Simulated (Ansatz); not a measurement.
A run of Ansatz (development build ahead of 0.2.0) on singlet C₄H₅N at this shape:

```xyz
10

N     1.1384    0.0254    0.0375
C     0.2944    1.0976   -0.0211
C    -1.0293    0.7102    0.0185
C    -0.9851   -0.7159   -0.0497
C     0.3332   -1.1152    0.0498
H     2.1125   -0.0169    0.0448
H     0.7533    2.1018   -0.0448
H    -1.8509    1.3213   -0.0236
H    -1.8309   -1.4105   -0.0005
H     0.7660   -2.0659    0.0016
```

Its results:

```yaml
Converged: yes
Total_energy: -208.87438 hartree
Spin_squared_of_the_determinant: 0.000
```

Which input gives this output? Name the method, the orbitals and the basis set, and write the input.

RHF in cc-pVTZ. An unrestricted run that stays on the closed shell gives the same numbers.

```yaml
crystal:
  periodic: [false, false, false]
  atoms:
    - { symbol: "N", position_ang: [1.13844, 0.02539, 0.0375] }
    - { symbol: C, position_ang: [0.29439, 1.09755, -0.02112] }
    - { symbol: C, position_ang: [-1.02935, 0.71018, 0.01845] }
    - { symbol: C, position_ang: [-0.98513, -0.71592, -0.04968] }
    - { symbol: C, position_ang: [0.33317, -1.11523, 0.04983] }
    - { symbol: H, position_ang: [2.11246, -0.01688, 0.04476] }
    - { symbol: H, position_ang: [0.75334, 2.1018, -0.04482] }
    - { symbol: H, position_ang: [-1.85092, 1.32132, -0.02364] }
    - { symbol: H, position_ang: [-1.83093, -1.41052, -0.00051] }
    - { symbol: H, position_ang: [0.76599, -2.06591, 0.00163] }
basis:
  gaussian: { orbitals: cc-pVTZ }
hamiltonian:
  xc: hf
```
